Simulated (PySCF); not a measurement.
Species: lithium diatomic, Li2.
Z-matrix (Å and degrees, PBE0-D3(BJ)/def2-TZVP geometry), rows numbered from 1:
```
Li
Li  1  2.7447
```

The closed-shell ground state was solved at several levels (PySCF, density fitting, gas phase, non-relativistic). Isolated species at its PBE0-D3(BJ)/def2-TZVP geometry, gas phase. The dipole stays under 0.02 D at every level.

```tsv
level	basis functions	total energy (Eh)	HOMO (eV)	LUMO (eV)	gap (eV)
CAM-B3LYP/aug-cc-pVTZ	92	-14.9745	-4.58	-0.70	3.88
PBE0/aug-cc-pVTZ	92	-14.9641	-3.77	-1.35	2.42
PBE0/pcSseg-2	42	-14.9635	-3.77	-1.33	2.44
```

**Question.** Estimate the row for wB97X-D/aug-cc-pVTZ, a basis of 92 functions; the other rows only guide the guess.

**Answer.** Total energy -15.0120 Eh, HOMO -5.12 eV, LUMO -0.14 eV, gap 4.98 eV.

**Question.** Over all these levels, which gives the widest orbital gap and which the narrowest?

**Answer.** wB97X-D/aug-cc-pVTZ (range-separated hybrid) has the widest, 4.98 eV, and PBE0/aug-cc-pVTZ (global hybrid, 25 % exact exchange) the narrowest, 2.42 eV. The two share the basis. From the narrowest to the widest the HOMO moves by -1.35 eV and the LUMO by +1.21 eV.

The pairwise dispersion term of wB97X-D wasn't added to the energies; at a given geometry it leaves orbitals and properties as they are.
